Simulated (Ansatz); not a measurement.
The input, for Ansatz 0.2.0:

```yaml
crystal:
  periodic: [false, false, false]
  atoms:
    - {symbol: Si, position_ang: [0.000000, 0.000000, 0.000000]}
    - {symbol: N, position_ang: [0.000000, 0.000000, 2.126000]}
basis:
  gaussian: {orbitals: 6-31G}
total_charge: 1
magnetization: {spin_polarized: false}
correlation: {method: ccsdtq, electrons: outside_noble_gas}
```

```sh
$ ansatz run in.yaml --threads 1 --pin off --events-out ev --progress --plain --max-ram 2393MiB
```

Task: Roughly how long does this take on 1 thread of Intel Xeon Platinum 8488C, shared host, and how much host memory?

Result: 9 s wall and 0.16 GiB.

```
454 factors; integrals over basis functions are off by at most 5.3e-8 eV
mean field evaluation 1: about -9306.5227 eV, gradient 7.4e1 eV
mean field evaluation 2: about -9306.5242 eV, gradient 7.4e1 eV
mean field evaluation 4: about -9323.0055 eV, gradient 2.5e1 eV
mean field evaluation 8: about -9325.6671 eV, gradient 2.0e-1 eV
mean field evaluation 16: about -9327.8679 eV, gradient 7.0e0 eV
mean field evaluation 32: about -9325.6673 eV, gradient 1.3e-2 eV
mean field evaluation 64: about -9325.6673 eV, gradient 3.5e-2 eV
mean field evaluation 96: about -9308.7664 eV, gradient 4.1e-7 eV
mean field evaluation 128: about -9328.1751 eV, gradient 1.8e0 eV
mean field evaluation 160: about -9325.6673 eV, gradient 3.2e-2 eV
...
mean field -9328.25290932 eV, -342.8069715006 hartree, gradient 6.9e-6 eV, S^2 0.000000; 12 other end points of the search recorded, 0 dependent functions left out; unrestricted orbitals would lower it
...
determinant -9328.25290932 eV, -342.8069715006 hartree, with singles and doubles -9332.38538339 eV, -342.9588371216 hartree
determinant -9325.66732869 eV, -342.7119531650 hartree, with singles and doubles -9331.06655616 eV, -342.9103711150 hartree
determinant -9308.76635619 eV, -342.0908538815 hartree, with no singles and doubles
...
unrestricted determinant -9329.96724659 eV, -342.8699722334 hartree, S^2 1.9421
6 core orbitals not correlated: weight in the atoms' cores, before any rotation towards them, 1.000 or more for the frozen orbitals, at most 0.000 for the correlated occupied ones
reference -9328.25290932 eV, -342.8069715006 hartree; 4, 4 occupied and 12, 12 virtual orbitals, 454 factors
second order -3.22634071 eV of doubles, -0.00000000 eV of singles
...
cycle  39  -4.59732445 eV  change   -3.3e-6 eV  update   1.5e-5
cycle  40  -4.59733516 eV  change   -1.1e-5 eV  update   9.6e-6
cycle  41  -4.59733638 eV  change   -1.2e-6 eV  update   4.3e-6
cycle  42  -4.59733607 eV  change    3.1e-7 eV  update   3.4e-6
cycle  43  -4.59732986 eV  change    6.2e-6 eV  update   2.5e-6
cycle  44  -4.59733235 eV  change   -2.5e-6 eV  update   2.1e-6
cycle  45  -4.59733344 eV  change   -1.1e-6 eV  update   1.5e-6
cycle  46  -4.59733342 eV  change    1.5e-8 eV  update   1.4e-6
cycle   1  -4.59733244 eV  update   1.1e-6
cycle   2  -4.59733224 eV  change    2.0e-7 eV  update   9.5e-7
WARN: these amplitudes may be one of several solutions (largest doubles amplitude 0.55, level shift 0.00 eV)
Total energy: -9332.85024156 eV, -342.9759203441 hartree
```

The T1 diagnostic is 0.057.

For the same geometry and basis full CI lies 6.8 meV lower. By full CI's occupations no single determinant describes the state well. The program flagged this run's energy as in doubt. The determinant fills πx and πy unequally, so it is a mixture of Σ and Δ. The determinant has the irrep A1, whose lowest full-CI state lies within 3 meV of the A2 state that serves as the reference. RHF is unstable: UHF (⟨S²⟩ = 1.94) lies 1.71 eV below the lowest RHF solution. Higher spins weren't run at this geometry and may lie near or lower.
